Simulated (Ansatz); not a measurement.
# CHCl2F (dichlorofluoromethane): levels of theory compared

We compute a comparison of 6 runs (HF/3-21G, B3LYP/6-31G*, PBE0/def2-SVP, RPA@wB97X-V/MIDI, MP2/6-31G**) of CHCl2F (dichlorofluoromethane). 

The results are computed with Ansatz 0.2.0.

4 further runs of the same task are left out: 1 for a known fault of the program, 1 that didn't finish, 2 set aside as unsound or not needed.

## (1) The molecule

CHCl2F has 5 atoms, charge 0, and is taken as a singlet. As SMILES, `FC(Cl)Cl`. The coordinates come from a PBE0-D4/def2-TZVP relaxation.

Bond lengths: F1–C2 1.340 Å, C2–Cl3 1.759 Å, C2–Cl4 1.759 Å, C2–H5 1.088 Å. Angles: F1–C2–Cl3 109.4°, F1–C2–Cl4 109.4°, Cl3–C2–Cl4 111.6°, F1–C2–H5 109.7°, Cl3–C2–H5 108.4°, Cl4–C2–H5 108.4°.

## (2) Energy and gradient at HF/3-21G (run 1)

Contents of input.yaml:

```yaml
crystal:
  periodic: [false, false, false]
  atoms:
    - {symbol: F, position_ang: [-0.590600, 0.132500, 1.230400]}
    - {symbol: C, position_ang: [0.006400, 0.099400, 0.030700]}
    - {symbol: Cl, position_ang: [1.459900, -0.886800, 0.126900]}
    - {symbol: Cl, position_ang: [-1.120400, -0.525200, -1.167100]}
    - {symbol: H, position_ang: [0.294600, 1.106400, -0.262500]}
basis:
  gaussian:
    orbitals: 3-21G.json
hamiltonian:
  xc: hf
accuracy: high
output:
  forces: true
  orbitals: {seedname: orbitals}
```

The basis set 3-21G is read from a file made from the Basis Set Exchange's data (not shown).

The run is started by

```console
$ ansatz run input.yaml --threads 1 --pin off --max-ram 2610MiB --events-out events.jsonl --progress --plain --runs-dir runs
```

The log of the run:

```text
Warning: RAYON_NUM_THREADS=1 ignored (pool sized by the plan → 1); use --threads N
Functional definition: HF
  name "HF"
  exchange = exact_x
  correlation = 0
1010 factors; integrals over basis functions are off by at most 3.2e-9 eV
mean field evaluation 1: about -28614.4871 eV, gradient 3.2e1 eV
mean field evaluation 2: about -28614.7840 eV, gradient 3.2e1 eV
mean field evaluation 4: about -28617.7767 eV, gradient 2.0e0 eV
mean field evaluation 8: about -28617.8059 eV, gradient 2.1e-1 eV
mean field evaluation 16: about -28617.8061 eV, gradient 1.4e-7 eV
mean field -28617.80611197 eV, -1051.6849767692 hartree, gradient 2.7e-8 eV, S^2 0.000000; 0 other end points of the search recorded, 0 dependent functions left out
the calculation of the forces begins
reference -28617.80611197 eV, -1051.6849767692 hartree; 25, 25 occupied and 21, 21 virtual orbitals, 1010 factors
Total energy: -28617.80611197 eV, -1051.6849767692 hartree
Atom 0 at    -0.590600     0.132500     1.230400 Å, force    -0.584671    -0.093880     1.139531 eV/Å
Atom 1 at     0.006400     0.099400     0.030700 Å, force     0.401935     2.647432    -0.061393 eV/Å
Atom 2 at     1.459900    -0.886800     0.126900 Å, force     1.685789    -1.127922     0.165472 eV/Å
Atom 3 at    -1.120400    -0.525200    -1.167100 Å, force    -1.345689    -0.702777    -1.354731 eV/Å
Atom 4 at     0.294600     1.106400    -0.262500 Å, force    -0.157364    -0.722854     0.111121 eV/Å
Dipole moment:     0.121101     0.337287    -0.147230 e Å
```

Run time: 0.86 s. Hardware: 1 thread of Arm Neoverse V1, shared host; peak memory 0.1 GiB.

## (3) Energy and forces at B3LYP/6-31G(d) (spherical functions) (run 2)

Contents of input.yaml:

```yaml
crystal:
  periodic: [false, false, false]
  atoms:
    - symbol: F
      position_ang: [-0.590600, 0.132500, 1.230400]
    - symbol: C
      position_ang: [0.006400, 0.099400, 0.030700]
    - symbol: Cl
      position_ang: [1.459900, -0.886800, 0.126900]
    - symbol: Cl
      position_ang: [-1.120400, -0.525200, -1.167100]
    - symbol: H
      position_ang: [0.294600, 1.106400, -0.262500]
basis:
  gaussian:
    orbitals: 6-31G_st_-spherical.json
magnetization:
  spin_polarized: false
hamiltonian:
  xc: {name: B3LYP}
accuracy: high
output:
  forces: true
  orbitals: {seedname: orbitals}
```

The basis set 6-31G* is read from a file made from the Basis Set Exchange's data (not shown).

The run is started by

```console
$ ansatz run input.yaml --threads 1 --pin off --max-ram 2610MiB --events-out events.jsonl --progress --plain --runs-dir runs
```

The log of the run, shortened:

```text
Warning: RAYON_NUM_THREADS=1 ignored (pool sized by the plan → 1); use --threads N
Functional definition: B3LYP
  name "B3LYP"
[...]
1425 factors; integrals over basis functions are off by at most 3.3e-9 eV
[...]
mean field -28814.50068393 eV, -1058.9133689642 hartree, gradient 4.9e-8 eV, S^2 0.000000; 0 other end points of the search recorded, 0 dependent functions left out
[...]
reference -28814.50071510 eV, -1058.9133701099 hartree; 25, 25 occupied and 41, 41 virtual orbitals, 1425 factors
Total energy: -28814.50071510 eV, -1058.9133701099 hartree
Atom 0 at    -0.590600     0.132500     1.230400 Å, force    -0.188695     0.008836     0.378637 eV/Å
Atom 1 at     0.006400     0.099400     0.030700 Å, force     0.046249     0.513001     0.051334 eV/Å
Atom 2 at     1.459900    -0.886800     0.126900 Å, force     0.630334    -0.370149     0.083214 eV/Å
Atom 3 at    -1.120400    -0.525200    -1.167100 Å, force    -0.508535    -0.210279    -0.487862 eV/Å
Atom 4 at     0.294600     1.106400    -0.262500 Å, force     0.020647     0.058591    -0.025323 eV/Å
Dipole moment:     0.074367     0.258634    -0.076018 e Å
```

Run time: 7.2 s. Hardware: 1 thread of Arm Neoverse V1, shared host; peak memory 0.19 GiB.

Run 3 isn't shown in full; the table further down has it.

## (4) Energy and forces at B3LYP/6-31G(d) (Cartesian functions) (run 4)

Contents of molecule.yaml:

```yaml
crystal:
  periodic: [false, false, false]
  atoms:
    - {symbol: F, position_ang: [-0.590600, 0.132500, 1.230400]}
    - {symbol: C, position_ang: [0.006400, 0.099400, 0.030700]}
    - {symbol: Cl, position_ang: [1.459900, -0.886800, 0.126900]}
    - {symbol: Cl, position_ang: [-1.120400, -0.525200, -1.167100]}
    - {symbol: H, position_ang: [0.294600, 1.106400, -0.262500]}
basis:
  gaussian: {orbitals: "6-31G*"}
magnetization: {spin_polarized: false}
accuracy: high
output: {forces: true, orbitals: {seedname: orbitals}}
hamiltonian: {xc: {name: B3LYP}}
```

The run is started by

```console
$ ansatz run molecule.yaml --threads 1 --pin off --max-ram 2610MiB --events-out events.jsonl --progress --plain --runs-dir runs
```

The log of the run, shortened:

```text
Warning: RAYON_NUM_THREADS=1 ignored (pool sized by the plan → 1); use --threads N
[... 2 set-up lines as earlier in the session ...]
[...]
1468 factors; integrals over basis functions are off by at most 3.1e-9 eV
[...]
mean field -28814.73424701 eV, -1058.9219522494 hartree, gradient 1.1e-8 eV, S^2 0.000000; 0 other end points of the search recorded, 0 dependent functions left out
[...]
reference -28814.73427817 eV, -1058.9219533945 hartree; 25, 25 occupied and 45, 45 virtual orbitals, 1468 factors
Total energy: -28814.73427817 eV, -1058.9219533945 hartree
Atom 0 at    -0.590600     0.132500     1.230400 Å, force    -0.199938     0.010076     0.401402 eV/Å
Atom 1 at     0.006400     0.099400     0.030700 Å, force     0.052685     0.527337     0.042507 eV/Å
Atom 2 at     1.459900    -0.886800     0.126900 Å, force     0.646227    -0.378211     0.083846 eV/Å
Atom 3 at    -1.120400    -0.525200    -1.167100 Å, force    -0.519925    -0.214518    -0.500912 eV/Å
Atom 4 at     0.294600     1.106400    -0.262500 Å, force     0.020951     0.055316    -0.026844 eV/Å
Dipole moment:     0.074013     0.258425    -0.075371 e Å
```

Wall time 6.6 s (1 thread of Arm Neoverse V1, shared host); peak memory 0.2 GiB.

Run 5 isn't shown in full; the table further down has it.

## (5) Energy and gradient at MP2/6-31G(d,p) (spherical functions) (run 6)

Contents of input.yaml:

```yaml
crystal:
  periodic: [false, false, false]
  atoms:
    - {symbol: F, position_ang: [-0.590600, 0.132500, 1.230400]}
    - {symbol: C, position_ang: [0.006400, 0.099400, 0.030700]}
    - {symbol: Cl, position_ang: [1.459900, -0.886800, 0.126900]}
    - {symbol: Cl, position_ang: [-1.120400, -0.525200, -1.167100]}
    - {symbol: H, position_ang: [0.294600, 1.106400, -0.262500]}
basis:
  gaussian:
    orbitals: 6-31G_st__st_-spherical.json
correlation:
  method: mp2
  frozen_orbitals: {C: 1, Cl: 5, F: 1, H: 0}
accuracy: high
output:
  forces: true
  orbitals: {seedname: orbitals}
```

The basis set 6-31G** is read from a file made from the Basis Set Exchange's data (not shown).

The run is started by

```console
$ ansatz run input.yaml --threads 1 --pin off --max-ram 2610MiB --events-out events.jsonl --progress --plain --runs-dir runs
```

The log of the run, shortened:

```text
Warning: RAYON_NUM_THREADS=1 ignored (pool sized by the plan → 1); use --threads N
[... 2 set-up lines as earlier in the session ...]
[...]
1499 factors; integrals over basis functions are off by at most 3.8e-9 eV
[...]
mean field -28757.69419232 eV, -1056.8257689025 hartree, gradient 1.2e-8 eV, S^2 0.000000; 0 other end points of the search recorded, 0 dependent functions left out
12 core orbitals not correlated: weight in the atoms' cores, before any rotation towards them, 1.000 or more for the frozen orbitals, at most 0.000 for the correlated occupied ones
reference -28757.69419232 eV, -1056.8257689025 hartree; 13, 13 occupied and 44, 44 virtual orbitals, 1499 factors
second order -15.28612890 eV of doubles, -0.00000000 eV of singles
[...]
Total energy: -28772.98032122 eV, -1057.3875237783 hartree
Atom 0 at    -0.590600     0.132500     1.230400 Å, force    -0.345215     0.003975     0.689386 eV/Å
Atom 1 at     0.006400     0.099400     0.030700 Å, force     0.371118     0.134400    -0.702245 eV/Å
Atom 2 at     1.459900    -0.886800     0.126900 Å, force     0.111988    -0.051338     0.049034 eV/Å
Atom 3 at    -1.120400    -0.525200    -1.167100 Å, force    -0.114045    -0.019383    -0.064262 eV/Å
Atom 4 at     0.294600     1.106400    -0.262500 Å, force    -0.023846    -0.067653     0.028087 eV/Å
Dipole moment:     0.081711     0.252917    -0.092262 e Å
```

It took 5.1 s on 1 thread of Arm Neoverse V1, shared host; peak memory 0.19 GiB.

## (6) The series

| run | level | Cartesian functions | task | energy (Eh) | dipole moment (D) | HOMO energy (eV) | LUMO energy (eV) | wall time |
| --- | --- | --- | --- | --- | --- | --- | --- | --- |
| 1 | HF/3-21G | no | gradient | -1051.684977 | 1.86 | -12.78 | 3.77 | 0.86 s |
| 2 | B3LYP/6-31G* (spherical functions) | no | gradient | -1058.913370 | 1.34 | -8.75 | -0.43 | 7.2 s |
| 3 | PBE0/def2-SVP | no | gradient | -1058.097646 | 1.33 | -8.96 | 0.39 | 6 s |
| 4 | B3LYP/6-31G* (Cartesian functions) | yes | gradient | -1058.921953 | 1.34 | -8.75 | -0.43 | 6.6 s |
| 5 | RPA@wB97X-V/MIDI (sfX2C) | no | energy | -1054.429880 | – | -11.98 | 2.50 | 53 s |
| 6 | MP2/6-31G** (spherical functions) | no | gradient | -1057.387524 | 1.35 | -12.56 | 3.93 | 5.1 s |

## (7) What came out

| quantity | value |
| --- | --- |
| run 6: total energy | -1057.38752 Eh |
| run 6: dipole moment (correlated density) | 1.35 D |
| run 6: HOMO energy (Hartree–Fock orbitals) | -12.56 eV |
| run 6: LUMO energy (Hartree–Fock orbitals) | 3.93 eV |
| run 6: HOMO–LUMO gap (Hartree–Fock orbitals) | 16.50 eV |
| run 6: correlation energy (12 core orbitals frozen) | -561.8 mEh |
| run 6: largest force on an atom | 0.806 eV/Å |

Over runs 1, 2, 3, 4, 6 the dipole moment (its size) runs from 1.33 D (PBE0/def2-SVP) to 1.86 D (HF/3-21G). The two ends differ in method and basis. Over runs 1, 2, 3, 4 the HOMO–LUMO gap runs from 8.31 eV (B3LYP/6-31G*) to 16.55 eV (HF/3-21G). Totals of different functionals can't be ranked against each other. Some runs of one species differ in core potentials or relativity; totals across that change don't compare. All runs together took 79 s, the longest 53 s.
